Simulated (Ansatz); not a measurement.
## triplet LiN: levels of theory in one basis

```xyz
2

Li    0.0000    0.0000   -1.0010
N     0.0000    0.0000    1.0010
```

Basis set: def2-SVP (spherical functions). Correlated methods keep 1 orbital frozen. Correlation on ROHF uses semicanonical orbitals with singles. Charge 0, multiplicity 3.

Computed with Ansatz (development build ahead of 0.2.0); each method stands on the lowest determinant of its kind that the runs found.

| method | E − E(ROHF) (eV) | <S²> of the determinant |
| --- | --- | --- |
| ROHF | 0.00 | 2.00 |
| UHF | -0.15 | 2.04 |
| ROHF-MP2 | -3.03 | – |
| UHF-MP2 | -3.05 | 2.04 |
| ROHF-CCSD(T) | -3.57 | – |
| UHF-CCSD(T) | -3.57 | 2.04 |

Is a single determinant a sound starting point here?

By this sign, yes. Unrestricted orbitals gain 0.15 eV and <S²> is 2.04 against 2.00 for a pure state.
